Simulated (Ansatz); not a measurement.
# SiH₃F + CH₃ radical: a complex and its separated parts

Aim: how far the complex at one end of a reaction step lies below its separated, relaxed parts, level by level.

Method: PBE0-D4/def2-TZVP structures, single points in def2-TZVPP, no counterpoise correction; program: Ansatz 0.2.0, Gaussian basis.

Levels: SPW92, PBE-D4, BLYP-D4, r2SCAN-D4, B97M-V, PBE0-D4, B3LYP-D4, r2SCAN0-D4, BHLYP-D4, CAM-B3LYP-D4, wB97X-V, wB97M-V, B2PLYP, PBE-QIDH, RPA on PBE, Hartree-Fock, MP2, CCSD, CCSD(T).

Correlated methods freeze the cores. Orbitals are unrestricted. B3LYP uses VWN-RPA correlation. B2PLYP carries no dispersion term here.

21 further runs of the same task are left out: 21 set aside as unsound or not needed.

## Step 1: The starting structure

The complex: 9 atoms, charge 0, spin multiplicity 2.

Atoms are counted from 1 here; the program's logs count them from 0.

Bond lengths: F1–Si3 1.602 Å, C2–H4 1.080 Å, C2–H5 1.080 Å, C2–H6 1.080 Å, Si3–H7 1.483 Å, Si3–H8 1.481 Å, Si3–H9 1.481 Å. Angles: H4–C2–H5 120.0°, H4–C2–H6 119.9°, H5–C2–H6 120.0°, F1–Si3–H7 107.5°, F1–Si3–H8 108.8°, F1–Si3–H9 108.8°, H7–Si3–H8 110.3°, H7–Si3–H9 110.3°, H8–Si3–H9 111.1°.

Coordinates:

```xyz
9

F     1.19159   -1.40772   -0.06965
C    -0.81435    0.89724   -1.52010
Si    0.63576   -0.69769    1.25446
H    -1.86153    0.70615   -1.33555
H    -0.17301    0.10196   -1.87143
H    -0.42023    1.89569   -1.39797
H     1.25396   -1.37798    2.41852
H    -0.83692   -0.84866    1.29360
H     1.02463    0.73101    1.22813
```

Its parts: SiH₃F holds atoms 1, 3, 7, 8, 9; CH₃ radical holds atoms 2, 4, 5, 6. Each part counts its atoms afresh in its own runs.

## Step 2: Relaxing SiH₃F alone

Contents of relax-a/in.yaml:

```yaml
crystal:
  periodic: [false, false, false]
  atoms:
    - {symbol: F, position_ang: [1.191593, -1.407718, -0.069653]}
    - {symbol: Si, position_ang: [0.635763, -0.697695, 1.254457]}
    - {symbol: H, position_ang: [1.253959, -1.377977, 2.418515]}
    - {symbol: H, position_ang: [-0.836924, -0.848656, 1.293601]}
    - {symbol: H, position_ang: [1.024630, 0.731008, 1.228135]}
basis:
  gaussian: {orbitals: def2-TZVP}
hamiltonian: {xc: pbe0, dispersion: d4}
relax: {f_tol: 0.005, max_steps: 200}
```

The command line of these runs was not kept.

What it wrote, shortened:

```text
Functional definition: PBE0
  name "PBE0"
  cite "Adamo & Barone, J. Chem. Phys. 110, 6158 (1999) doi:10.1063/1.478522"
  cite "Perdew, Burke & Ernzerhof, Phys. Rev. Lett. 77, 3865 (1996) doi:10.1103/PhysRevLett.77.3865"
  parent pbe
[...]
556 factors; their error is unknown
[...]
mean field -10640.14860878 eV, -391.0182492208 hartree, gradient 4.3e-5 eV, S^2 0.000000; 0 other end points of the search recorded, 0 dependent functions left out
[...]
reference -10640.14863317 eV, -391.0182501172 hartree; 13, 13 occupied and 73, 73 virtual orbitals, 556 factors
relax step   1: F+E_penalty+E_count = -10640.18705096 eV  Δ(F+E_penalty+E_count) = +0.000e0 eV  max|allowed force component| = 1.289e-1 eV/Å  Δτ_max = 0.0000 Å  (20 SCF iters, accepted)
[...]
relax step   2: F+E_penalty+E_count = -10640.18798855 eV  Δ(F+E_penalty+E_count) = -9.376e-4 eV  max|allowed force component| = 3.914e-2 eV/Å  Δτ_max = 0.0089 Å  (24 SCF iters, accepted)
[...]
relax step   3: F+E_penalty+E_count = -10640.18812101 eV  Δ(F+E_penalty+E_count) = -1.325e-4 eV  max|allowed force component| = 4.949e-3 eV/Å  Δτ_max = 0.0042 Å  (20 SCF iters, accepted)
556 factors; their error is unknown
[...]
mean field -10640.14967534 eV, -391.0182884164 hartree, gradient 1.1e-5 eV, S^2 0.000000; 1 other end points of the search recorded, 0 dependent functions left out
[...]
reference -10640.14969973 eV, -391.0182893128 hartree; 13, 13 occupied and 73, 73 virtual orbitals, 556 factors
Total energy: -10640.18814540 eV, -391.0197021649 hartree
Atom 0 at     1.186403    -1.401677    -0.072691 Å, force     0.001190    -0.001508    -0.002549 eV/Å
Atom 1 at     0.640072    -0.702635     1.258533 Å, force    -0.000404     0.000492     0.000162 eV/Å
Atom 2 at     1.254182    -1.377958     2.425441 Å, force     0.002368    -0.002653     0.003345 eV/Å
Atom 3 at    -0.834049    -0.847037     1.289549 Å, force    -0.004949    -0.001026    -0.000360 eV/Å
Atom 4 at     1.022412     0.728269     1.224223 Å, force     0.001796     0.004694    -0.000598 eV/Å
Dipole moment:    -0.090163     0.115368     0.219775 e Å
```

Run time: 1.7 s. Hardware: 4 threads, shared host; peak memory 0.13 GiB.

Step by step:

```tsv
step	energy from step 1 (eV)	largest force component (eV/Å)
1	0.0000	0.1289
2	-0.0009	0.0391
3	-0.0011	0.0049
```

Close pairs (by a distance rule), those that changed most:

```tsv
bond	before (Å)	after (Å)	change (Å)
F1–Si2	1.602	1.600	-0.002
Si2–H3	1.483	1.482	-0.002
Si2–H5	1.481	1.482	+0.001
Si2–H4	1.481	1.482	+0.001
```

## Step 3: Relaxing CH₃ radical alone

Contents of relax-b/in.yaml:

```yaml
crystal:
  periodic: [false, false, false]
  atoms:
    - {symbol: C, position_ang: [-0.814354, 0.897245, -1.520097]}
    - {symbol: H, position_ang: [-1.861527, 0.706145, -1.335554]}
    - {symbol: H, position_ang: [-0.173011, 0.101958, -1.871431]}
    - {symbol: H, position_ang: [-0.420230, 1.895694, -1.397975]}
basis:
  gaussian: {orbitals: def2-TZVP}
magnetization: {spin_polarized: true, initial_magnetization: 1}
hamiltonian: {xc: pbe0, dispersion: d4}
relax: {f_tol: 0.005, max_steps: 200}
```

What it wrote, shortened:

```text
[... 5 set-up lines as earlier in the session ...]
[...]
312 factors; their error is unknown
[...]
mean field -1082.98618745 eV, -39.7990083142 hartree, gradient 1.2e-5 eV, S^2 0.754650; 0 other end points of the search recorded, 0 dependent functions left out
[...]
reference -1082.98620730 eV, -39.7990090440 hartree; 5, 4 occupied and 44, 45 virtual orbitals, 312 factors
relax step   1: F+E_penalty+E_count = -1082.99918336 eV  Δ(F+E_penalty+E_count) = +0.000e0 eV  max|allowed force component| = 3.472e-2 eV/Å  Δτ_max = 0.0000 Å  (22 SCF iters, accepted)
[...]
relax step   2: F+E_penalty+E_count = -1082.86607277 eV  Δ(F+E_penalty+E_count) = +1.331e-1 eV  max|allowed force component| = 1.389e0 eV/Å  Δτ_max = 0.1950 Å  (32 SCF iters, rejected (line search))
[...]
relax step   3: F+E_penalty+E_count = -1082.99950625 eV  Δ(F+E_penalty+E_count) = -3.229e-4 eV  max|allowed force component| = 3.475e-3 eV/Å  Δτ_max = 0.0116 Å  (28 SCF iters, accepted)
312 factors; their error is unknown
[...]
mean field -1082.98651115 eV, -39.7990202101 hartree, gradient 1.1e-5 eV, S^2 0.754650; 1 other end points of the search recorded, 0 dependent functions left out
[...]
reference -1082.98653100 eV, -39.7990209395 hartree; 5, 4 occupied and 44, 45 virtual orbitals, 312 factors
Total energy: -1082.99952609 eV, -39.7994985005 hartree
Atom 0 at    -0.817213     0.900193    -1.530977 Å, force    -0.000457     0.000532    -0.000812 eV/Å
Atom 1 at    -1.860554     0.704544    -1.332075 Å, force    -0.003475    -0.000698     0.001001 eV/Å
Atom 2 at    -0.172661     0.101648    -1.867507 Å, force     0.002546    -0.003130    -0.000975 eV/Å
Atom 3 at    -0.418695     1.894657    -1.394497 Å, force     0.001385     0.003296     0.000786 eV/Å
Dipole moment:    -0.000040     0.000040    -0.000176 e Å
```

Wall time 0.85 s (4 threads, shared host).

Along the way: (the energy doesn't fall at every step)

```tsv
step	energy from step 1 (eV)	largest force component (eV/Å)
1	0.0000	0.0347
2	0.1331	1.3890
3	-0.0003	0.0035
```

Close pairs (by a distance rule), those that changed most:

```tsv
bond	before (Å)	after (Å)	change (Å)
C1–H3	1.080	1.080	-0.000
C1–H2	1.080	1.080	-0.000
C1–H4	1.080	1.080	-0.000
```

## Step 4: wB97M-V/def2-TZVPP

Contents of parta/in.yaml:

```yaml
crystal:
  periodic: [false, false, false]
  atoms:
    - {symbol: F, position_ang: [1.186403, -1.401677, -0.072691]}
    - {symbol: Si, position_ang: [0.640072, -0.702635, 1.258533]}
    - {symbol: H, position_ang: [1.254182, -1.377958, 2.425441]}
    - {symbol: H, position_ang: [-0.834049, -0.847037, 1.289549]}
    - {symbol: H, position_ang: [1.022412, 0.728269, 1.224223]}
basis:
  gaussian: {orbitals: def2-TZVPP}
hamiltonian: {xc: {name: wB97M-V}}
```

Contents of partb/in.yaml:

```yaml
crystal:
  periodic: [false, false, false]
  atoms:
    - {symbol: C, position_ang: [-0.817213, 0.900193, -1.530977]}
    - {symbol: H, position_ang: [-1.860554, 0.704544, -1.332075]}
    - {symbol: H, position_ang: [-0.172661, 0.101648, -1.867507]}
    - {symbol: H, position_ang: [-0.418695, 1.894657, -1.394497]}
basis:
  gaussian: {orbitals: def2-TZVPP}
magnetization: {spin_polarized: true, initial_magnetization: 1}
hamiltonian: {xc: {name: wB97M-V}}
```

Log of parta, shortened:

```text
Functional definition: wB97M-V
  name "wB97M-V"
  cite "Mardirossian & Head-Gordon, J. Chem. Phys. 144, 214110 (2016) doi:10.1063/1.4952647"
  cite "Becke, J. Chem. Phys. 107, 8554 (1997) doi:10.1063/1.475007"
  cite "Vydrov & Van Voorhis, J. Chem. Phys. 133, 244103 (2010) doi:10.1063/1.3521275"
  # Of w^i u^j: cxij and so on, Table III.
[...]
  gx(w, u) = 1 - cx + cx01*u + cx10*w
  gss(w, u) = css00 + css04*u^4 + css10*w + css20*w^2 + css43*w^4*u^3
  gos(w, u) = cos00 + cos10*w + (cos20 + cos21*u)*w^2 + (cos60 + cos61*u)*w^6
[...]
      + integral(e_c_pw_mod_opposite_spin*gos(b97_w_opposite, b97_u_opposite)) + vv10(b, c)
624 factors; their error is unknown
142 factors; integrals over basis functions are off by at most 1.1e-5 eV
[...]
mean field -10644.72800012 eV, -391.1865387486 hartree, gradient 2.5e-5 eV, S^2 0.000000; 0 other end points of the search recorded, 0 dependent functions left out
reference -10644.72803948 eV, -391.1865401953 hartree; 13, 13 occupied and 102, 102 virtual orbitals, 624 factors
Total energy: -10644.72803948 eV, -391.1865401953 hartree
```

Output in partb, shortened:

```text
[... 5 set-up lines as earlier in the session ...]
  # Of w^i u^j: cxij and so on, Table III.
[...]
  gx(w, u) = 1 - cx + cx01*u + cx10*w
  gss(w, u) = css00 + css04*u^4 + css10*w + css20*w^2 + css43*w^4*u^3
  gos(w, u) = cos00 + cos10*w + (cos20 + cos21*u)*w^2 + (cos60 + cos61*u)*w^6
[...]
      + integral(e_c_pw_mod_opposite_spin*gos(b97_w_opposite, b97_u_opposite)) + vv10(b, c)
357 factors; their error is unknown
102 factors; integrals over basis functions are off by at most 1.7e-5 eV
[...]
mean field -1083.52991809 eV, -39.8189900467 hartree, gradient 8.3e-6 eV, S^2 0.753185; 0 other end points of the search recorded, 0 dependent functions left out
reference -1083.52994849 eV, -39.8189911639 hartree; 5, 4 occupied and 68, 69 virtual orbitals, 357 factors
Total energy: -1083.52994849 eV, -39.8189911639 hartree
```

They took 1.7 s (parta), 0.8 s (partb) on 4 threads, shared host; peak memory 0.2 GiB.

## Step 5: CCSD(T)/def2-TZVPP

Edit parta/in.yaml of step 4 so:

```diff
@@ -10,2 +10,2 @@
   gaussian: {orbitals: def2-TZVPP}
-hamiltonian: {xc: {name: wB97M-V}}
+correlation: {method: ccsd_t}
```

Edit partb/in.yaml of step 4 so:

```diff
@@ -10,2 +10,3 @@
 magnetization: {spin_polarized: true, initial_magnetization: 1}
-hamiltonian: {xc: {name: wB97M-V}}
+correlation: {method: ccsd_t}
+scf: {omitted_lower_state_checks: [cluster_reference]}
```

Log of parta, shortened:

```text
Functional definition: HF
  name "HF"
  cite "Fock, Z. Phys. 61, 126 (1930) doi:10.1007/BF01340294"
[... 1 set-up line as earlier in the session ...]
[...]
673 factors; integrals over basis functions are off by at most 8.8e-4 eV
[...]
mean field -10618.75696845 eV, -390.2321209386 hartree, gradient 1.8e-6 eV, S^2 0.000000; 0 other end points of the search recorded, 0 dependent functions left out
6 core orbitals not correlated: weight in the atoms' cores, before any rotation towards them, 1.000 or more for the frozen orbitals, at most 0.000 for the correlated occupied ones
reference -10618.75696845 eV, -390.2321209386 hartree; 7, 7 occupied and 102, 102 virtual orbitals, 673 factors
second order -10.40991444 eV of doubles, -0.00000000 eV of singles
cycle   1  -10.68402413 eV  change   -2.7e-1 eV  update   7.1e-2
[...]
cycle   8  -11.00750985 eV  change    1.7e-5 eV  update   1.3e-5
perturbative correction -0.28073139 eV, -0.0103166884 hartree
Total energy: -10630.04520969 eV, -390.6469561528 hartree
```

partb printed, shortened:

```text
[... 4 set-up lines as earlier in the session ...]
[...]
412 factors; integrals over basis functions are off by at most 8.7e-4 eV
[...]
mean field -1076.99035329 eV, -39.5786654731 hartree, gradient 1.4e-6 eV, S^2 0.761780; 0 other end points of the search recorded, 0 dependent functions left out
1 core orbitals not correlated: weight in the atoms' cores, before any rotation towards them, 1.000 or more for the frozen orbitals, at most 0.000 for the correlated occupied ones
reference -1076.99035329 eV, -39.5786654731 hartree; 4, 3 occupied and 68, 69 virtual orbitals, 412 factors
second order -4.28922359 eV of doubles, -0.00000000 eV of singles
cycle   1  -4.70293628 eV  change   -4.1e-1 eV  update   3.9e-2
[...]
cycle   9  -4.85375075 eV  change    8.9e-7 eV  update   2.6e-6
perturbative correction -0.12741898 eV, -0.0046825611 hartree
Total energy: -1081.97152301 eV, -39.7617200841 hartree
Checks for a lower state left out: cluster_reference
```

Times: 1.1 s (parta), 0.6 s (partb) on 4 threads, shared host; peak memory 0.36 GiB.

## Step 6: Vibrations of SiH₃F

Contents of vib-parta/in.yaml:

```yaml
crystal:
  periodic: [false, false, false]
  atoms:
    - {symbol: F, position_ang: [1.186403, -1.401677, -0.072691]}
    - {symbol: Si, position_ang: [0.640072, -0.702635, 1.258533]}
    - {symbol: H, position_ang: [1.254182, -1.377958, 2.425441]}
    - {symbol: H, position_ang: [-0.834049, -0.847037, 1.289549]}
    - {symbol: H, position_ang: [1.022412, 0.728269, 1.224223]}
basis:
  gaussian: {orbitals: def2-TZVP}
hamiltonian: {xc: pbe0, dispersion: d4}
phonons: {temperatures: {t_min: 298.15, t_max: 900, t_step: 200}}
```

What it wrote, shortened:

```text
[... 5 set-up lines as earlier in the session ...]
[...]
556 factors; their error is unknown
[...]
mean field -10640.14967538 eV, -391.0182884176 hartree, gradient 4.3e-5 eV, S^2 0.000000; 0 other end points of the search recorded, 0 dependent functions left out
[...]
reference -10640.14969978 eV, -391.0182893146 hartree; 13, 13 occupied and 73, 73 virtual orbitals, 556 factors
[... from here to the last solve, the lines of the solves are left out (17 solves) ...]
556 factors; their error is unknown
mean field -10640.14966979 eV, -391.0182882123 hartree, gradient 1.5e-6 eV, S^2 0.000000; 0 other end points of the search recorded, 0 dependent functions left out
[...]
reference -10640.14969420 eV, -391.0182891093 hartree; 13, 13 occupied and 73, 73 virtual orbitals, 556 factors
Total energy: -10640.18814545 eV, -391.0197021667 hartree
Atom 0 at     1.186403    -1.401677    -0.072691 Å, force     0.001187    -0.001504    -0.002536 eV/Å
Atom 1 at     0.640072    -0.702635     1.258533 Å, force    -0.000413     0.000493     0.000151 eV/Å
Atom 2 at     1.254182    -1.377958     2.425441 Å, force     0.002370    -0.002654     0.003343 eV/Å
Atom 3 at    -0.834049    -0.847037     1.289549 Å, force    -0.004942    -0.001027    -0.000361 eV/Å
Atom 4 at     1.022412     0.728269     1.224223 Å, force     0.001798     0.004692    -0.000598 eV/Å
Dipole moment:    -0.090163     0.115369     0.219776 e Å
Vibrations: 722.00 722.00 880.38 955.87 955.92 986.92 2251.22 2258.64 2258.65 cm⁻¹, zero-point energy 0.743384 eV
```

Run time: 5.5 s. Hardware: 4 threads, shared host; peak memory 0.13 GiB.

Wavenumbers and character of the modes:

```tsv
mode	wavenumber (cm⁻¹)	character
1	722	bend
2	722	bend
3	880	Si–F stretch
4	956	bend
5	956	bend
6	987	bend
7	2251	Si–H stretch
8	2259	Si–H stretch
9	2259	Si–H stretch
```

Vibrational sums (real modes only):

```tsv
T (K)	entropy (J/mol/K)	heat capacity (J/mol/K)
298	4.3	14.1
498	16.0	31.8
698	28.8	43.6
898	40.8	51.7
```

## Step 7: Vibrations of CH₃ radical

Contents of vib-partb/in.yaml:

```yaml
crystal:
  periodic: [false, false, false]
  atoms:
    - {symbol: C, position_ang: [-0.817213, 0.900193, -1.530977]}
    - {symbol: H, position_ang: [-1.860554, 0.704544, -1.332075]}
    - {symbol: H, position_ang: [-0.172661, 0.101648, -1.867507]}
    - {symbol: H, position_ang: [-0.418695, 1.894657, -1.394497]}
basis:
  gaussian: {orbitals: def2-TZVP}
magnetization: {spin_polarized: true, initial_magnetization: 1}
hamiltonian: {xc: pbe0, dispersion: d4}
phonons: {temperatures: {t_min: 298.15, t_max: 900, t_step: 200}}
```

What it wrote, shortened:

```text
[... 5 set-up lines as earlier in the session ...]
[...]
312 factors; their error is unknown
[...]
mean field -1082.98651115 eV, -39.7990202101 hartree, gradient 8.5e-6 eV, S^2 0.754650; 0 other end points of the search recorded, 0 dependent functions left out
[...]
reference -1082.98653100 eV, -39.7990209395 hartree; 5, 4 occupied and 44, 45 virtual orbitals, 312 factors
[...]
312 factors; their error is unknown
[...]
mean field -1082.98633802 eV, -39.7990138479 hartree, gradient 2.0e-6 eV, S^2 0.754651; 0 other end points of the search recorded, 0 dependent functions left out
[...]
reference -1082.98635786 eV, -39.7990145770 hartree; 5, 4 occupied and 44, 45 virtual orbitals, 312 factors
[...]
reference -1082.98651690 eV, -39.7990204215 hartree; 5, 4 occupied and 44, 45 virtual orbitals, 312 factors
[...]
312 factors; their error is unknown
mean field -1082.98649981 eV, -39.7990197935 hartree, gradient 7.9e-7 eV, S^2 0.754653; 0 other end points of the search recorded, 0 dependent functions left out
[...]
reference -1082.98651966 eV, -39.7990205230 hartree; 5, 4 occupied and 44, 45 virtual orbitals, 312 factors
Total energy: -1082.99952609 eV, -39.7994985005 hartree
Atom 0 at    -0.817213     0.900193    -1.530977 Å, force    -0.000454     0.000508    -0.000817 eV/Å
Atom 1 at    -1.860554     0.704544    -1.332075 Å, force    -0.003468    -0.000691     0.001000 eV/Å
Atom 2 at    -0.172661     0.101648    -1.867507 Å, force     0.002540    -0.003129    -0.000973 eV/Å
Atom 3 at    -0.418695     1.894657    -1.394497 Å, force     0.001382     0.003312     0.000790 eV/Å
Dipole moment:    -0.000041     0.000040    -0.000175 e Å
Vibrations: 525.46 1399.95 1399.97 3128.89 3312.09 3312.17 cm⁻¹, zero-point energy 0.810766 eV
```

Run time: 1.9 s. Hardware: 4 threads, shared host.

Wavenumbers and character of the modes:

```tsv
mode	wavenumber (cm⁻¹)	character
1	525	out-of-plane bend
2	1400	bend
3	1400	bend
4	3129	C–H stretch
5	3312	C–H stretch
6	3312	C–H stretch
```

Vibrational sums (real modes only):

```tsv
T (K)	entropy (J/mol/K)	heat capacity (J/mol/K)
298	2.7	5.9
498	7.1	12.0
698	12.1	17.6
898	17.1	22.7
```

## Step 8: Complex less separated parts

The complex's own energies come from single points at the same levels. Levels not printed above were run the same way.

Rows are in def2-TZVPP; times add the 3 runs of a level on a shared host, so small differences are noise.

Differences are taken before rounding.

```tsv
method	rung	complex less parts (eV)	from CCSD(T) (eV)	time
SPW92	LDA	-0.131	-0.085	1.4 s
PBE-D4	GGA	-0.085	-0.038	2.5 s
BLYP-D4	GGA	-0.069	-0.023	2.5 s
r2SCAN-D4	meta-GGA	-0.066	-0.020	5.4 s
B97M-V	meta-GGA	-0.075	-0.029	10 s
PBE0-D4	hybrid	-0.072	-0.026	3.2 s
B3LYP-D4	hybrid	-0.068	-0.022	3.2 s
r2SCAN0-D4	hybrid	-0.063	-0.017	6.1 s
BHLYP-D4	hybrid	-0.067	-0.021	3.2 s
CAM-B3LYP-D4	range-separated hybrid	-0.066	-0.020	3.5 s
wB97X-V	range-separated hybrid	-0.063	-0.016	8.6 s
wB97M-V	range-separated hybrid	-0.065	-0.018	10 s
B2PLYP	double hybrid	-0.020	+0.027	4.7 s
PBE-QIDH	double hybrid	-0.036	+0.010	4.2 s
RPA on PBE	RPA	-0.027	+0.019	4.5 s
Hartree-Fock	wavefunction	0.026	+0.072	
MP2	wavefunction	-0.041	+0.005	
CCSD	wavefunction	-0.037	+0.009	
CCSD(T)	wavefunction	-0.046	0	1.8 min
```

Among the levels timed on like hardware and quicker than the yardstick, those that no quicker one beats, quickest first: SPW92 (1.4 s, -0.085 eV); BLYP-D4 (2.5 s, -0.023 eV); B3LYP-D4 (3.2 s, -0.022 eV); BHLYP-D4 (3.2 s, -0.021 eV); CAM-B3LYP-D4 (3.5 s, -0.020 eV); PBE-QIDH (4.2 s, +0.010 eV).

PBE-QIDH reaches 0.010 eV from the reference in 4.2 s, where CCSD(T) took 1.8 min; the quickest level in the cost chart, SPW92, takes 1.4 s and misses by 0.085 eV.

The complex's zero-point energy, from a separate PBE0-D4 run, is 1.589 eV.

## Step 9: Results

```
                              quantity      value
complex less parts, CCSD(T)/def2-TZVPP  -0.046 eV
                with zero-point energy  -0.012 eV
                 largest T1 diagnostic      0.011
```

What this shows: At CCSD(T) the complex lies 0.046 eV below its parts. PBE-QIDH is the best functional here (+0.010 eV from CCSD(T)); SPW92 is the worst (-0.085 eV). By rung, the mean size of the error is: LDA 0.085, GGA 0.031, meta-GGA 0.024, hybrid 0.022, range-separated hybrid 0.018, double hybrid 0.018 eV. PBE-D4 gives a relative energy 0.038 eV too low, an error of 83 % of the reference. No counterpoise was applied, and triple zeta lacks some correlation, so the CCSD(T) reference has a basis error of its own, and close matches with it are partly luck.
